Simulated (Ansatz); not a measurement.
# O2 (singlet): RKS PBE0, RPA-PBE over a scan of the distance O1–O2, 6-31G

How well do these functionals follow the top wave-function level for O2 (singlet) over a scan of the distance O1–O2?

Program: Ansatz 0.2.0, Gaussian basis. Level of theory: 6-31G, all electrons in the functionals, frozen cores in the correlation of double hybrids and RPA. These are calculated values, not measurements.

To be run: RKS PBE0, RPA-PBE, at 0.962 Å; 1.092 Å; 1.193 Å; 1.326 Å; 1.462 Å; 1.624 Å; 1.925 Å; 2.158 Å; 2.602 Å; 3.183 Å; 3.962 Å.

43 further runs of the same task are left out: 10 for a known fault of the program, 26 that didn't finish, 7 set aside as unsound or not needed.

**1. What is computed**

The geometry derives from a PBE0/def2-TZVP stationary point (not a proven minimum). One bond is set to the value named and the two fragments are kept rigid.

2 atoms, charge 0, spin multiplicity 1.

Atoms are counted from 1 here; the program's logs count them from 0.

Bond lengths: O1–O2 1.193 Å.

Coordinates:

```xyz
2
charge 0, multiplicity 1
O     0.0000    0.0000    0.0000
O     0.0000    0.0000    1.1930
```

No dispersion term is added.

The geometry shown and the zero of energy belong to the point 1.193 Å. The yardstick, FCI, and other wave-function levels (R restricted, U unrestricted, valence and pair active spaces) come from earlier runs.

**2. RKS PBE0, 0.962 Å**

Input file in.yaml:

```yaml
crystal:
  periodic: [false, false, false]
  atoms:
    - {symbol: O, position_ang: [0.000000, 0.000000, 0.000000]}
    - {symbol: O, position_ang: [0.000000, 0.000000, 0.962000]}
basis:
  gaussian: {orbitals: 6-31G}
hamiltonian: {xc: {name: PBE0}}
```

Launch:

```
$ ansatz run in.yaml --threads 1 --pin off --events-out ev --progress --plain --max-ram 2393MiB
```

After this run come: RKS PBE0, 1.092 Å; RKS PBE0, 1.193 Å; RKS PBE0, 1.326 Å; RKS PBE0, 1.462 Å; RKS PBE0, 1.624 Å; RKS PBE0, 1.925 Å; RKS PBE0, 2.158 Å; RKS PBE0, 2.602 Å; RKS PBE0, 3.183 Å; RKS PBE0, 3.962 Å; RPA-PBE, 0.962 Å; RPA-PBE, 1.092 Å; RPA-PBE, 1.193 Å; RPA-PBE, 1.326 Å; RPA-PBE, 1.462 Å; RPA-PBE, 1.624 Å; RPA-PBE, 1.925 Å; RPA-PBE, 2.158 Å; RPA-PBE, 2.602 Å; RPA-PBE, 3.183 Å; RPA-PBE, 3.962 Å.

Q: Predict the results of all the runs planned. Wanted: span of the FCI curve; largest miss, RKS PBE0.

As calculated:

| quantity | value |
| --- | --- |
| span of the FCI curve | 617.6 kJ/mol |
| largest miss, RKS PBE0 | +619.7 kJ/mol (3.962 Å) |

In words: RKS PBE0 strays by up to 619.7 kJ/mol, at 3.962 Å. Functionals and the yardstick converge differently with the basis, so part of each miss in 6-31G is the basis.

Huber and Herzberg's tables give the ground state of this molecule as 3Σg-; the runs here treat another spin state.
